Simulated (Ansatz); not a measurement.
**SiO2 (silicon dioxide molecule): name the method**

SiO2 has 3 atoms, charge 0, and is taken as a singlet. SMILES: `O=[Si]=O`. The shape is that of a PBE0-D4/def2-TZVP optimisation.

```xyz
3

O     0.6977    1.2296    0.5188
Si    0.0000    0.0000    0.0000
O    -0.6977   -1.2296   -0.5188
```

A calculation with Ansatz 0.2.0 gave:

```yaml
total_energy: -437.8196 Eh
HOMO_energy: -8.50 eV
LUMO_energy: -4.49 eV
HOMO–LUMO_gap: 4.01 eV
```

Q: Which of these levels gave the numbers?
A. BHLYP/cc-pVTZ
B. CAM-B3LYP/cc-pVTZ
C. r2SCAN0/cc-pVTZ
D. SVWN5/cc-pVTZ

A: D. The others give -439.9738 Eh (CAM-B3LYP/cc-pVTZ), -439.9338 Eh (BHLYP/cc-pVTZ), -439.8815 Eh (r2SCAN0/cc-pVTZ).
